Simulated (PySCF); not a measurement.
**C2HF: calculation against experiment**

**Experimental background.**

From NIST CCCBDB Release 22 (SRD 101), experimental dipoles, for the gas: dipole moment (microwave Stark effect) 0.73 D.

How close the calculation comes is told at the end.

Species: C₂HF.
Atom-mapped SMILES: `[CH:1]#[C:2][F:3]` (hydrogens: H4 on C1)

Structure used (PBE0-D3(BJ)/def2-SVP), in Å, numbered top down from 1:
```
atom  x, y, z in Å
C1    -0.6161   -0.0297    0.0187
C2     0.5143   -0.0300   -0.3945
F3     1.7072   -0.0303   -0.8306
H4    -1.6236   -0.0294    0.3872
```

Runs made with PySCF (gas phase, on this PBE0-D3(BJ)/def2-SVP geometry; no spin–orbit coupling):

| level | job | basis functions | wall time |
| --- | --- | --- | --- |
| PBE0-D3(BJ)/def2-SVP, grid level 1 | geometry optimisation from a GFN2-xTB start | 47 | 3.2 s |

Hardware: Arm Neoverse V1, one thread, no GPU, shared host.

Results beside the measurements:

**Dipole moment.** Measured: 0.73 D (NIST CCCBDB Release 22 (SRD 101), experimental dipoles).

```
               level  computed (D)  computed − measured (D)  % (from the printed values)
PBE0-D3(BJ)/def2-SVP          0.52                    -0.21                          -29
```

The computed dipoles belong to one fixed geometry; measured ones are averaged over vibrations unless marked μe. Magnitudes are compared, not signs.

The geometry is computed, not the measured one. Where a level misses, the cause wasn't examined.
